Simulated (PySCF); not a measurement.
Start geometry of `C#CC(=C)CO` from GFN2-xTB (Å):
```
atom  x, y, z in Å
C1     2.3935   -0.8015   -0.8720
C2     1.3702   -0.3157   -0.4745
C3     0.1519    0.2408   -0.0127
C4     0.0949    1.4508    0.5367
C5    -1.0585   -0.6492   -0.1954
O6    -2.2236   -0.1800    0.4295
H7     3.2927   -1.2177   -1.2166
H8    -0.8412    1.8722    0.8622
H9     0.9747    2.0585    0.6554
H10   -1.2969   -0.7131   -1.2626
H11   -0.8071   -1.6649    0.1519
H12   -2.0494   -0.0809    1.3723
```

Task: What comes out of this run: PBE0-D3(BJ)/def2-SVP geometry optimisation, gas phase (PySCF)?

Result: 
```
atom  x, y, z in Å
C1     2.5790   -0.6849   -1.0896
C2     1.5733   -0.1672   -0.6490
C3     0.3516    0.3827   -0.1520
C4     0.2797    1.6101    0.3863
C5    -0.8706   -0.5055   -0.2856
O6    -2.0022   -0.0158    0.3624
H7     3.4773   -1.1296   -1.4766
H8    -0.6848    1.9936    0.7264
H9     1.1629    2.2441    0.4792
H10   -1.1219   -0.5932   -1.3561
H11   -0.5978   -1.5271    0.0470
H12   -1.8256   -0.0233    1.3098
```

The energy falls by 1.3 kcal/mol over 7 energy and gradient evaluations, the largest force component goes from 0.0180 to 1.8e-04 Eh/bohr, and the atoms move by 0.041 Å rms after alignment. The bond that changes most is C1–H7 (terminal alkyne carbon to alkyne hydrogen), which lengthens by 0.025 Å. Bonds longer at the end by more than 0.005 Å: 8 of 11; shorter: 1. Among the angles that change most is C1–C2–C3, from 179.1° to 177.0°. Rotational constants go from 8135, 2283, 1816 to 8106, 2260, 1801 MHz. The orientation of the end geometry is arbitrary; only internal coordinates are fixed.

The run used 114 basis functions and 48 SCF cycles in all. On one thread, Arm Neoverse V1, no GPU (shared host), this took 29 s.

Not checked by PBE0-D3(BJ)/def2-SVP frequencies. The numbers are those of one conformer.
